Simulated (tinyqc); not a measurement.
RKS/PBE0 in the sto-3g basis, for H2F+, spin multiplicity 1, step by step. One step of it, computed by the program tinyqc.

Question. Iteration 1: diagonalisation and new density. Diagonalise F' = X^T F X, C = X C', fill 5 alpha and 5 beta electrons from the bottom; D = 2 C_occ C_occ^T. Each column has its largest component positive (the first on a tie).

Kohn-Sham matrix F (hartree), lower triangle:
```
,1F 1s,1F 2s,1F 2px,1F 2py,1F 2pz,2H 1s,3H 1s
1F 1s,-24.859115
1F 2s,-6.399162,-3.097868
1F 2px,0.000000,0.000000,-0.684990
1F 2py,0.000000,0.000000,0.000000,-0.783642
1F 2pz,-0.025591,-0.194657,0.000000,0.000000,-0.751968
2H 1s,-1.179158,-1.073871,0.000000,-0.398069,-0.375903,-0.872786
3H 1s,-1.179158,-1.073871,0.000000,0.398069,-0.375903,-0.431959,-0.872786
```

X, lower triangle:
```
,1F 1s,1F 2s,1F 2px,1F 2py,1F 2pz,2H 1s,3H 1s
1F 1s,1.023926
1F 2s,-0.138350,1.172373
1F 2px,0.000000,0.000000,1.000000
1F 2py,0.000000,0.000000,0.000000,1.072638
1F 2pz,-0.007249,0.073181,0.000000,0.000000,1.035657
2H 1s,0.018565,-0.230478,0.000000,-0.180048,-0.112715,1.145559
3H 1s,0.018565,-0.230478,0.000000,0.180048,-0.112715,-0.101293,1.145559
```

Give: F' = X^T F X; orbital energies; coefficients C; D after iteration 1.

Answer.

F' = X^T F X (hartree), lower triangle:
```
,1,2,3,4,5,6,7
1,-24.3886
2,-3.3218,-1.7977
3,0.0000,0.0000,-0.6850
4,0.0000,0.0000,0.0000,-0.6227
5,-0.0371,-0.0651,0.0000,0.0000,-0.6728
6,-0.1639,-0.3902,0.0000,-0.3079,-0.2150,-0.4790
7,-0.1639,-0.3902,0.0000,0.3079,-0.2150,-0.1003,-0.4790
```

orbital energies (hartree): MO1 -24.8709, MO2 -1.6214, MO3 -0.9529, MO4 -0.7609, MO5 -0.6850, MO6 -0.1852, MO7 -0.0485

coefficients C:
```
,MO1,MO2,MO3,MO4,MO5,MO6,MO7
1F 1s,0.9939,-0.2371,0.0000,0.1071,0.0000,0.1130,0.0000
1F 2s,0.0265,0.8662,0.0000,-0.5048,0.0000,-0.7066,0.0000
1F 2px,0.0000,0.0000,0.0000,0.0000,1.0000,0.0000,0.0000
1F 2py,0.0000,0.0000,0.7008,0.0000,0.0000,0.0000,0.8510
1F 2pz,0.0034,0.2000,0.0000,0.8106,0.0000,-0.6374,0.0000
2H 1s,-0.0054,0.1332,0.3893,0.2342,0.0000,0.7340,-0.8113
3H 1s,-0.0054,0.1332,-0.3893,0.2342,0.0000,0.7340,0.8113
```

D after iteration 1, lower triangle:
```
,1F 1s,1F 2s,1F 2px,1F 2py,1F 2pz,2H 1s,3H 1s
1F 1s,2.1111
1F 2s,-0.4662,2.0117
1F 2px,0.0000,0.0000,2.0000
1F 2py,0.0000,0.0000,0.0000,0.9823
1F 2pz,0.0856,-0.4718,0.0000,0.0000,1.3941
2H 1s,-0.0237,-0.0060,0.0000,0.5456,0.4329,0.4483
3H 1s,-0.0237,-0.0060,0.0000,-0.5456,0.4329,-0.1578,0.4483
```
